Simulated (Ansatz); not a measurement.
Zinc-blende HgTe: LDA at its full settings (plane-wave cutoff 520 eV, 10×10×10 k mesh, Fermi–Dirac smearing 0.01 eV, scalar-relativistic PAW data made under PBE) and at cheaper ones, in a cell of 2 atoms with Γ-centred meshes.

```json
[
 {"level and setting": "LDA (Ansatz)", "lattice constant a (Å)": "6.435", "bulk modulus (GPa)": "47.5"},
 {"level and setting": "LDA (2×2×2 k mesh) (Ansatz)", "lattice constant a (Å)": "6.703", "bulk modulus (GPa)": "32.0"},
 {"level and setting": "LDA (4×4×4 k mesh) (Ansatz)", "lattice constant a (Å)": "…", "bulk modulus (GPa)": "…"}
]
```

Some entries are withheld; supply them.


- LDA (4×4×4 k mesh) (Ansatz, a first-principles code), lattice constant a (Å): 6.456
- LDA (4×4×4 k mesh) (Ansatz), bulk modulus (GPa): 46.1

Largest shifts from the full settings: lattice constant a +4.16 % (LDA (2×2×2 k mesh)), against a difference of -0.39 % of the full result from the reference 6.46 Å (measured, room temperature, not corrected to a static lattice; as tabulated in Cava et al. (2013), arXiv:1302.1059); bulk modulus -33 % (LDA (2×2×2 k mesh)), against a difference of +12.3 % of the full result from the reference 42.3 GPa (measured, temperature not stated, not corrected to a static lattice; as tabulated in Toher et al. (2017), arXiv:1611.05714).

Ansatz's density-functional and Hartree–Fock values are scalar-relativistic unless marked +SOC, with PAW data made under PBE.

Run with cheap settings on purpose, which may leave them unconverged: LDA (2×2×2 k mesh), LDA (4×4×4 k mesh).
